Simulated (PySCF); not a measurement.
C₅H₉N.
Structure used (PBE0-D3(BJ)/def2-SVP), in Å, numbered top down from 1:
```
atom  x, y, z in Å
N1     2.2992   -0.7269    0.1545
C2     1.0949   -0.3425    0.0695
C3     0.5025    1.0220    0.3897
C4    -0.9155    0.9732   -0.1791
C5    -1.3084   -0.4991   -0.0233
C6    -0.0288   -1.2488   -0.3903
H7     2.8959    0.0460    0.4686
H8     0.4705    1.1267    1.4892
H9     1.1253    1.8443    0.0059
H10   -1.6099    1.6655    0.3189
H11   -0.8986    1.2405   -1.2494
H12   -1.5732   -0.7007    1.0290
H13   -2.1759   -0.7844   -0.6360
H14    0.0546   -1.3598   -1.4861
H15    0.0674   -2.2560    0.0388
```

Computed at PBE0/pcSseg-1 (PySCF, non-relativistic), with Q(14N) = 0.02044 b: N1, 14N (I = 1): χzz = -4.307 MHz, η = 0.239.

Q: Where would the pure quadrupole (NQR) lines of 14N at N1 fall for the rigid, isolated species?

A: From ν± = (3/4)|χ|(1 ± η/3) and ν0 = |χ|η/2: ν+ 3.487 MHz, ν− 2.973 MHz, ν0 0.514 MHz (imine nitrogen).

In a crystal, neighbours and librations shift these lines. With a basis this small, the couplings can be 20 % off.

One conformer stands for the species.
